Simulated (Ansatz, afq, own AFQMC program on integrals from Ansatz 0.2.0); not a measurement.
Integrals from Ansatz 0.2.0, then the random walk in our own AFQMC program (afq).

```yaml
crystal:
  periodic: [false, false, false]
  atoms:
    - {symbol: N, position_ang: [-1.098962, 0.893469, -0.576780]}
    - {symbol: Cr, position_ang: [0.434124, -0.005579, -0.424471]}
    - {symbol: N, position_ang: [0.540248, -0.886304, 1.123072]}
    - {symbol: O, position_ang: [0.470214, -1.051251, -1.554242]}
    - {symbol: O, position_ang: [1.578042, 1.024948, -0.448459]}
    - {symbol: H, position_ang: [-1.201998, 1.861305, -0.291284]}
    - {symbol: H, position_ang: [-1.926389, 0.503418, -1.015016]}
    - {symbol: H, position_ang: [0.964893, -0.491062, 1.955110]}
    - {symbol: H, position_ang: [0.239818, -1.848952, 1.232061]}
basis:
  gaussian: {orbitals: def2-SVP}
magnetization: {spin_polarized: false}
correlation: {method: ccsd_t, electrons: outside_noble_gas, hamiltonian_folder: ham}
```

```sh
$ ansatz run in.yaml --threads 1 --pin off --events-out ev --progress --plain --max-ram 16896MiB --backend cuda --devices 0, --max-vram 18GiB
```

afq runs on the folder ham with

```
--method phaseless --trial cisd --walkers 3200 --populations 20 --least-time 60 --time-step 0.005 --steps-per-block 50 --equilibration-blocks 40 --max-blocks 4000 --target-error 0.00034 --factor-cut 1e-05 --seed 1355 --release-times 0.24,0.48,0.8,1.2 --release-step 0.04 --release-every 5 --taylor-order 6
```

Times are imaginary, in 1/Eh. The walk had a cap of 522 s. With eight or more populations the least sampling time is a fifth of least-time, and the error comes from their spread.

Output of the walk:

```
orbitals 94  electrons 16 16  factors 841 of 1111
reference energy -1303.61235306 Eh
CCSD correlation -1.10071737 Eh in 18 cycles, weight of the determinant in the CISD state 0.6797
energy of the start -1304.713123 Eh
 block  time / (1/Eh)  mean weight  energy / Eh
     1     0.250  0.9995  -1304.667598
     2     0.500  1.0008  -1304.710794
     3     0.750  1.0008  -1304.742286
     4     1.000  1.0001  -1304.763279
     5     1.250  1.0002  -1304.775943
     8     2.000  1.0004  -1304.805959
    13     3.250  1.0002  -1304.805171
    31     7.750  1.0005  -1304.812539
    49    12.250  0.9997  -1304.821380
    67    16.750  0.9998  -1304.794091
    85    21.250  0.9998  -1304.828519
   103    25.750  1.0001  -1304.797162
   121    30.250  1.0005  -1304.801475
   139    34.750  0.9992  -1304.808512
   157    39.250  1.0005  -1304.807757
   175    43.750  1.0005  -1304.805875
   193    48.250  1.0001  -1304.823929
   211    52.750  1.0008  -1304.811213
   229    57.250  1.0003  -1304.821798
   235    58.750  1.0002  -1304.805844
error from the spread of 20 populations
released: time / (1/Eh)  energy / Eh  error  mean overlap
  0.24  -1304.813035  0.001349  0.9935
  0.48  -1304.811744  0.001451  0.9895
  0.80  -1304.810641  0.002005  0.9899
  1.20  -1304.809208  0.007726  0.9885
energy -1304.811072 +/- 0.001033 Eh
(rows thinned)
```

The time cap ended the run before it passed its tests.

Against this walk (error 28.1 meV) on the same determinant: CCSD(T) 175.4 meV higher. The error is statistical and leaves out the bias of the constraint. None of these is a sure reference here. Released to 0.80 1/Eh the energy moves by 12 ± 61 meV (both errors), within twice the noise.

Cautions: constraint bias not in the error; error above the target (28.1 against 9.3 meV); no relativity below Rb; outer-core shells of the metal frozen; higher spins were not checked; restricted determinant unstable towards unrestricted (UHF 2.40 eV lower, ⟨S²⟩ 2.14); (T) is large, 8 % of the CCSD correlation; CCSD(T) is in doubt: in a space of 8 electrons in 8 natural orbitals full CI lies 96 meV below it.

The walk took 8.8 min on 1 × NVIDIA H100 80GB HBM3 with 2 threads of AMD EPYC 7R13 Processor (Zen 3), with other jobs on the host (the card was shared). The log's last line is the phaseless energy.
